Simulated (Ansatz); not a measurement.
Calculated with Ansatz (gas phase, PBE0-D4/def2-TZVP geometries, no zero-point term in ΔE). CCSD(T)/CBS adds triple-zeta CCSD(T) − MP2 to the extrapolated MP2 energy (def2 sets, frozen cores). This one scheme is used for every species. DFT in def2-TZVPP. B3LYP here is the variant with VWN-RPA as its local correlation; programs differ in this. Each species was taken in one conformer, which may not be the lowest.

Reaction (substitution at a C–C bond): `CC(C)C` + `CCS` → `CCSC(C)C` + CH₄

```
          level  ΔE (kJ/mol)
        BLYP-D4         -9.5
         B2PLYP         -1.1
         r2SCAN         -3.7
          B3LYP          2.9
        r2SCAN0         -1.2
      CAM-B3LYP          3.8
CCSD/def2-TZVPP          2.1
   HF/CBS(def2)         11.1
```

(1) What does CCSD(T)/CBS give? (Best estimate.)

Largest T1 diagnostic among the species: 0.009.

Results:

(1) Computed: -4.9 kJ/mol. The listed levels differ from it by -4.6, 3.8, 1.2, 7.8, 3.7, 8.7, 7.0, 16.0 kJ/mol.

In def2-TZVPP, CCSD(T) changes the Hartree–Fock value by −12.8 kJ/mol (the triples alone add −4.0 kJ/mol) and MP2 by −18.2 kJ/mol. The D4 term adds −9.2 kJ/mol with B3LYP and −5.4 kJ/mol with PBE0; it sums over pairs of atoms, weighted by their polarisabilities, and B3LYP, whose exchange is more repulsive, gets the larger term. Leaving LDA and LC-ωPBE aside and taking each functional with its dispersion term where it has one, the values, not all of them listed here, spread over 8.7 kJ/mol, from revPBE-D4 to B2PLYP.
